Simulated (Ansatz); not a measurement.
Abridged output of a molecular run in Ansatz:

```
Functional definition: HF
550 factors; integrals over basis functions are off by at most 9.1e-4 eV
mean field evaluation 1: about -9120.2579 eV, gradient 2.6e1 eV
mean field evaluation 2: about -9120.2649 eV, gradient 2.6e1 eV
mean field evaluation 4: about -9122.3732 eV, gradient 2.9e0 eV
mean field evaluation 8: about -9122.4108 eV, gradient 3.0e-4 eV
mean field -9122.41079947 eV, -335.2424134886 hartree, gradient 7.8e-7 eV, S^2 0.000000; 0 other end points of the search recorded, 0 dependent functions left out
7 core orbitals not correlated: weight in the atoms' cores, before any rotation towards them, 1.000 or more for the frozen orbitals, at most 0.000 for the correlated occupied ones
reference -9122.41079947 eV, -335.2424134886 hartree; 7, 7 occupied and 42, 42 virtual orbitals, 550 factors
second order -9.21744069 eV of doubles, -0.00000000 eV of singles
cycle   1  -9.30015549 eV  change   -8.3e-2 eV  update   8.9e-2
cycle   2  -9.68370283 eV  change   -3.8e-1 eV  update   2.8e-2
cycle   3  -9.76148970 eV  change   -7.8e-2 eV  update   1.2e-2
cycle   4  -9.76626821 eV  change   -4.8e-3 eV  update   3.5e-3
cycle   5  -9.76903314 eV  change   -2.8e-3 eV  update   1.3e-3
cycle   6  -9.76919963 eV  change   -1.7e-4 eV  update   3.1e-4
cycle   7  -9.76927836 eV  change   -7.9e-5 eV  update   9.6e-5
cycle   8  -9.76934872 eV  change   -7.0e-5 eV  update   3.5e-5
cycle   9  -9.76934798 eV  change    7.3e-7 eV  update   1.1e-5
perturbative correction -0.37370120 eV, -0.0137332657 hartree
Total energy: -9132.55384866 eV, -335.6151636708 hartree
```

Its atoms:

```xyz
5

N    -1.8634   -0.6730    1.3028
C    -0.9566   -0.3451    0.6686
Al    0.5664    0.2046   -0.3960
H     0.6052   -0.2837   -1.8903
H     1.6483    1.0973    0.3149
```

Which basis set was used?
A. cc-pV(T+d)Z
B. cc-pV(Q+d)Z
C. def2-TZVPP
D. def2-SVP

D. It gives 56 functions.

Write the keys of the input that set method, charge and spin (a neutral closed shell needs none for the last two).


```yaml
correlation: {method: ccsd_t}
```
